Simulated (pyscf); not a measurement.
Structures and frequencies: ωB97X-D3(BJ)/def2-SVP in PySCF. Correlated levels are frozen-core, on RHF or UHF. ΔMP2 is the change of the MP2 total energy from the triple- to the quadruple-zeta basis.

Problem. Estimate by transition-state theory the rate constant of PH₃ + GeH₃• → PH₂• + germane (GeH₄) (doublet surface; H–P broken, Ge–H formed) at 298 K, with CCSD(T)/def2-TZVPP + ΔMP2(QZVPP) energies (ideal gas, 1 atm, RRHO with modes under 100 cm⁻¹ raised to 100, one conformer, R ln 2 for chiral ones without a mode under 150 cm⁻¹; no tunnelling).

Solution. The electronic barrier is 5.8 kcal/mol and the thermal terms add +5.9, so ΔG‡ = 11.7 kcal/mol. With k_BT/h = 6.21e+12 s⁻¹ and RT = 0.592 kcal/mol, and a volume of 4.06e-20 cm³ per molecule at 1 atm, k = 6.3e-16 cm³ molecule⁻¹ s⁻¹. Wigner's tunnelling factor for 1189i cm⁻¹ would be 2.37, likely too low at so high a frequency. A shift of 1 kcal/mol in the barrier changes k by a factor 5.4. This is the saddle that the search found; another between the same sides may lie lower. The angle at the transferred H is 169°. The CCSD(T) − MP2 part came from Ansatz, without density fitting, on the same reference. The frozen core leaves the outer d or s,p core shells of the metals and heavy elements correlated in the MP2 and CC values, and def2-TZVPP describes them poorly, which can shift differences by a few kcal/mol. Elements up to Kr have no core potential and no relativistic terms here.
